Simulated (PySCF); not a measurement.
Molecule: SMILES CC[PH](=O)CC, C4H11OP.

Geometry:
```json
{"atom": "C1", "x (Å)": "-2.111", "y (Å)": "0.377", "z (Å)": "0.266"}
{"atom": "C2", "x (Å)": "-1.291", "y (Å)": "-0.862", "z (Å)": "0.593"}
{"atom": "P3", "x (Å)": "0.453", "y (Å)": "-0.818", "z (Å)": "0.065"}
{"atom": "O4", "x (Å)": "1.209", "y (Å)": "-2.089", "z (Å)": "0.297"}
{"atom": "C5", "x (Å)": "1.207", "y (Å)": "0.640", "z (Å)": "0.858"}
{"atom": "C6", "x (Å)": "2.703", "y (Å)": "0.704", "z (Å)": "0.578"}
{"atom": "H7", "x (Å)": "-1.750", "y (Å)": "1.264", "z (Å)": "0.808"}
{"atom": "H8", "x (Å)": "-3.166", "y (Å)": "0.232", "z (Å)": "0.541"}
{"atom": "H9", "x (Å)": "-2.082", "y (Å)": "0.608", "z (Å)": "-0.811"}
{"atom": "H10", "x (Å)": "-1.272", "y (Å)": "-1.072", "z (Å)": "1.676"}
{"atom": "H11", "x (Å)": "-1.708", "y (Å)": "-1.764", "z (Å)": "0.116"}
{"atom": "H12", "x (Å)": "0.343", "y (Å)": "-0.406", "z (Å)": "-1.304"}
{"atom": "H13", "x (Å)": "0.683", "y (Å)": "1.552", "z (Å)": "0.525"}
{"atom": "H14", "x (Å)": "1.018", "y (Å)": "0.530", "z (Å)": "1.940"}
{"atom": "H15", "x (Å)": "2.905", "y (Å)": "0.867", "z (Å)": "-0.492"}
{"atom": "H16", "x (Å)": "3.178", "y (Å)": "1.522", "z (Å)": "1.138"}
{"atom": "H17", "x (Å)": "3.181", "y (Å)": "-0.244", "z (Å)": "0.865"}
```

Geometry PBE0-D3(BJ)/def2-SVP throughout; GIAO in PySCF 2.14, gas phase, one conformer, non-relativistic; equivalent atoms averaged; functional PBE0.

**Question.** How do the absolute shieldings σ depend on the basis set? (ppm; last column core-seconds on 1 thread of an x86-64 server CPU, shared host)

**Answer.** 
```tsv
basis set	functions	C2/C5	C1/C6	P3	O4	H12	H10/H13	H7/H8/H9/H15/H16/H17	H11/H14	core-s
STO-3G	45	217.0	217.1	652.8	302.8	29.36	31.79	31.80	31.81	3
6-31G	80	176.5	191.5	399.2	267.4	26.38	31.27	31.49	31.34	6.1
6-31G*	110	171.1	186.6	359.0	258.7	25.14	30.69	30.93	30.55	8.3
def2-SVP	143	169.9	187.1	376.5	255.1	24.63	30.15	30.42	30.01	9.7
6-311+G(2d,p)	236	160.7	179.9	288.0	247.2	24.48	30.00	30.47	29.89	22
def2-TZVP	258	160.8	179.4	268.1	243.5	24.43	29.97	30.41	29.87	25
```

**Question.** Which nucleus moves most, in ppm?

**Answer.** P3 (phosphorus bonded to 2 C, O, H): from 268.1 ppm with def2-TZVP to 652.8 ppm with STO-3G. The smallest spread is 1.38 ppm, at H7/H8/H9/H15/H16/H17. Proton shifts span only some 12 ppm, so a few tenths of a ppm matter as much there as several ppm in carbon.

**Question.** Taking the largest basis, def2-TZVP (258 functions), as the yardstick, rank the others by their worst heavy-atom deviation.

**Answer.** 6-311+G(2d,p) 19.9 ppm (236 functions), 6-31G* 90.9 ppm (110 functions), def2-SVP 108.3 ppm (143 functions), 6-31G 131.1 ppm (80 functions), STO-3G 384.7 ppm (45 functions).

A small basis that lands close on one nucleus may do so by chance; judge by the trend and by all nuclei.
